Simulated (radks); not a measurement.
**S²⁻ held by a Watson sphere**

An exercise on one series of results from a longer session: the logs are not shown, and one member is left open.

The numbers are computed with radks (a radial shooting solver on a logarithmic mesh, Libxc functionals) version 1 (scalar-relativistic Kohn-Sham, LB94 model potential, spin-polarised, spherical densities, point nucleus), except any that are marked as measured or tabulated.

**Starting point**

```
element       : sulfur (Z = 16)
charge        : -2
electrons     : 18
configuration : [Ar]
```

The outer shells:

S²⁻
```
[Ne] core
3s [↑↓]
3p [↑↓][↑↓][↑↓]
```

LB94 adds a gradient term to the LDA potential that gives it a −1/r tail. It is a model potential with no energy functional, so Etot and Exc are not given.

The first run:

The run's settings:

```text
Z 16
configuration [Ar]
relativity scalar-relativistic
functional lda,pw
model_potential LB94
spin polarised
nucleus point
c 137.035999084
watson charge 2 radius 1.89 bohr
response adiabatic LDA kernel
```

Among the steps run: R = 1.89 bohr; R = 2.21 bohr; R = 3.14 bohr; R = 3.15 bohr; R = 3.28 bohr; R = 4.42 bohr.

One of the session's tables, all rows but one given; the rest of the session is left out.

```
R (bohr)  highest level (eV)  its <r> (bohr)  sum of <r²> (bohr²)  α (bohr³)
    1.89             -13.188           2.043                38.54      21.91
    2.21             -12.333           2.127                41.48      26.20
    3.14              -9.893           2.329                49.11      43.67
    3.15              -9.868           2.331                49.18      43.89
    3.28                   ?               ?                    ?          ?
    4.42              -7.258           2.509                57.20      79.90
```

Estimate the missing values for R (bohr) = 3.28.

Worked estimate for «highest level (eV)». A straight line through the neighbours (3.15, -9.868) and (4.42, -7.258) gives -9.868 + (-7.258 + 9.868) × (3.28 − 3.15) / (4.42 − 3.15) = -9.601; a parabola fitted to 3 rows on both sides gives -9.549.

**Answer.** highest level (eV): -9.559; its <r> (bohr): 2.354; sum of <r²> (bohr²): 50.12; α (bohr³): 46.94. In «highest level (eV)» the line misses by -0.042 and the parabola by +0.010.

From R = 1.89 to 4.42 bohr the top level moves from -13.188 to -7.258 eV and its mean radius from 2.04 to 2.51 bohr. A wider sphere makes a shallower well, so the ion swells.
